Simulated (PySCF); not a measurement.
An unknown is described by computed data only.

Formula: C2H3FO.

- Couplings: largest of the computed one-bond spin–spin couplings (means over like bonds): 19F–13C -421.7, 13C–1H +138.2 (×3), 13C–13C +69.4, 17O–13C +21.5 Hz [B3LYP/pcJ-1]
- NMR, other nuclei: isotropic shieldings of nuclei other than C and H, by class: -93 (1 O), 118 (1 F) ppm [GIAO KT3/pcSseg-2]
- Triplet: lowest triplet excitation (Tamm–Dancoff): 5.42 eV [TDA B3LYP/def2-SVPD]
- Rotational structure: rotational constants A, B, C: 11.125, 9.759, 5.373 GHz [PBE0-D3(BJ)/def2-SVP]
- XPS: C1s 292.2, C1s 296.3, O1s 539.0, F1s 693.6 eV [ΔSCF SCAN, pcX-2 on the ionised atom, pcseg-1 elsewhere, spin-free X2C]
- 13C NMR: chemical shifts (computed TMS as zero) by class: 161.0 (1 C), 18.5 (1 C) ppm [GIAO KT3/pcSseg-2]
- 1H NMR: chemical shifts (computed TMS as zero) by class: 2.05 (3 H) ppm [GIAO KT3/pcSseg-2]
- Polarisability: 29.7 au [B3LYP/def2-SVPD]

The electronic properties come from PySCF, for the isolated species, density fitting. Levels stand in brackets. Isolated species at its PBE0-D3(BJ)/def2-SVP geometry, gas phase. NMR classes are plain means over equivalent atoms (diastereotopic ones count apart unless rotation or inversion swaps them), as if these changed places fast.

Question: Propose a structure and show how it fits.

Answer: Numbering: `[CH3:1][C:2](=[O:3])[F:4]`. Its formula, C2H3FO, gives 1 degree of unsaturation: 0 rings and 1 π bond in the structure found. 2 carbons fall into 2 classes; from least to most shielded: acyl halide carbon [C2] (161.0 ppm), methyl carbon next to a carbonyl [C1] (18.5 ppm). All hydrogens form one class (2.05 ppm): methyl hydrogen. The other shieldings belong to: -93 ppm, carbonyl oxygen [O3]; 118 ppm, acyl fluorine [F4]. The couplings run between: -421.7 Hz, acyl fluorine [F4] and acyl halide carbon [C2]; +138.2 Hz, methyl carbon next to a carbonyl [C1] and its hydrogen (with 2 like pairs); +69.4 Hz, methyl carbon next to a carbonyl [C1] and acyl halide carbon [C2]; +21.5 Hz, carbonyl oxygen [O3] and acyl halide carbon [C2]. The core levels belong to: C1s 292.2 eV, methyl carbon next to a carbonyl [C1]; C1s 296.3 eV, acyl halide carbon [C2]; O1s 539.0 eV, carbonyl oxygen [O3]; F1s 693.6 eV, acyl fluorine [F4]. By its constants the optimised geometry is an asymmetric top. Structure: acetyl fluoride, `CC(=O)F`. Computed isomers that give other values at the same levels: `F[C@H]1CO1` (13C chemical shifts (computed TMS as zero) by class: 88.3 (1 C), 45.9 (1 C) ppm). The assignments are read from this structure; whether some other isomer fits the data as well wasn't checked.
